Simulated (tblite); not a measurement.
C₅H₁₁P.
Structure used (GFN2-xTB), in Å, numbered top down from 1:
```xyz
17
C5H11P angstrom
C     -2.4796    0.3897    0.2243
C     -1.4250   -0.6595   -0.1191
C     -0.0341   -0.1298    0.1409
C      0.5989    0.7624   -0.8886
P      1.4138   -0.8892   -0.7372
C      2.7710   -0.4606    0.4708
H     -2.4204    0.6559    1.2777
H     -3.4782    0.0109    0.0201
H     -2.3243    1.2908   -0.3648
H     -1.5946   -1.5569    0.4810
H     -1.5134   -0.9410   -1.1711
H      0.1372    0.1443    1.1789
H      1.1483    1.6331   -0.5547
H      0.0358    0.9298   -1.7978
H      2.4121   -0.5055    1.4969
H      3.1760    0.5282    0.2657
H      3.5696   -1.1905    0.3528
```

Computed values, GFN2-xTB/tblite, gas phase, harmonic and unscaled. The method is semi-empirical: single wavenumbers can be off by several per cent or more. One conformer, not necessarily the lowest. The optimisation stopped once no atom felt more than 0.01 eV/Å.

Lowest wavenumbers of the output (negative numbers stand for imaginary wavenumbers):
```
mode    cm-1
  1    -118.6
  2      83.0
  3     152.9
  4     173.7
  5     232.1
  6     295.4
  7     331.9
  8     431.2
  9     671.0
 10     718.6
```

Problem. Is this structure a minimum?

Solution. No. 1 mode is imaginary beyond 20i (119i cm⁻¹), so at this level the point lies at or near a first-order saddle.

Problem. Which atoms move in the imaginary mode?

Solution. 119i: H16 (methyl hydrogen) 35 %, H15 (methyl hydrogen) 33 %, H17 (methyl hydrogen) 26 %. These are shares of the mass-weighted motion.

Problem. What is the remedy?

Solution. Step along that mode in both directions, optimise again with tighter thresholds and repeat the frequencies. The zero-point energy of this point (91.7 kcal/mol) counts the 44 real modes alone, and thermal corrections from it aren't those of a minimum.
